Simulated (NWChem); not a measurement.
Species: hydroxide (OH anion); SMILES [OH-]

Results from NWChem. Pople sets run with spherical d functions. Sets without diffuse functions describe the anion's extra electron poorly. The highest occupied level is positive in some or all of these runs, so the extra electron may be held by the finite basis. Each level has its own optimisation; frequencies are unscaled.

Q: Taking B3LYP/6-311++G** as the yardstick, which of these has the fewest basis functions while keeping “zero-point energy (kcal/mol)” within 0.2 kcal/mol of it: B3LYP/6-311G**; B3LYP/6-31G*; B3LYP/STO-3G; B3LYP/6-31+G*; B3LYP/3-21G?

A: B3LYP/6-31+G* (a larger set in the list lies outside the tolerance).
```
level             basis functions  zero-point energy (kcal/mol)
----------------  ---------------  ----------------------------
B3LYP/STO-3G                    6                           3.9
B3LYP/3-21G                    11                           3.8
B3LYP/6-31G*                   16                           4.8
B3LYP/6-31+G*                  20                           5.2
B3LYP/6-311G**                 24                           5.0
B3LYP/6-311++G**               29                           5.4
```

The yardstick is one finite set, not the basis-set limit.
